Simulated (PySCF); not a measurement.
O₂: frontier orbitals

CAM-B3LYP at R = 1.192 Å; PySCF, spin-free X2C with a Gaussian nucleus, basis sets O x2c-SVPall. State: ³Σg⁻ (triplet), unpaired electrons π ↑↑. Only the outer orbitals are listed.

| spin | orbital | occ. | ε (eV) | main shells (%) |
| --- | --- | --- | --- | --- |
| α | σg | 1 | -37.84 | 82 s, 17 p |
| α | σu | 1 | -24.28 | 89 s, 11 p |
| α | πu | 1 | -17.57 | 99 p |
| α | πu | 1 | -17.57 | 99 p |
| α | σg | 1 | -16.88 | 79 p, 21 s |
| α | πg | 1 | -10.20 | 100 p |
| α | πg | 1 | -10.20 | 100 p |
| α | σu | 0 | 8.18 | 95 p |
| α | σg | 0 | 21.36 | 96 s |
| α | πu | 0 | 23.73 | 100 p |
| β | σg | 1 | -36.31 | 79 s, 20 p |
| β | σu | 1 | -21.75 | 85 s, 15 p |
| β | σg | 1 | -15.75 | 76 p, 24 s |
| β | πu | 1 | -14.52 | 99 p |
| β | πu | 1 | -14.52 | 99 p |
| β | πg | 0 | -1.18 | 100 p |
| β | πg | 0 | -1.18 | 100 p |
| β | σu | 0 | 9.46 | 91 p |

Which are the highest filled and the lowest empty level, where do they sit, and how wide is the gap?

Highest filled α πg at -10.20 eV (in %: 100 p); lowest empty β πg at -1.18 eV (in %: 100 p); the gap at CAM-B3LYP is 9.02 eV. Both belong to one degenerate shell, split only by its one-sided filling, so this is no excitation gap.

```
bond order (Mayer)             : 1.85
⟨S²⟩                           : 2.007
polarisability along the bond  : 11.9 bohr³
polarisability across the bond : 3.6 bohr³
```

The state is the lowest determinant that a PBE0 search found; another state may lie lower at other levels.
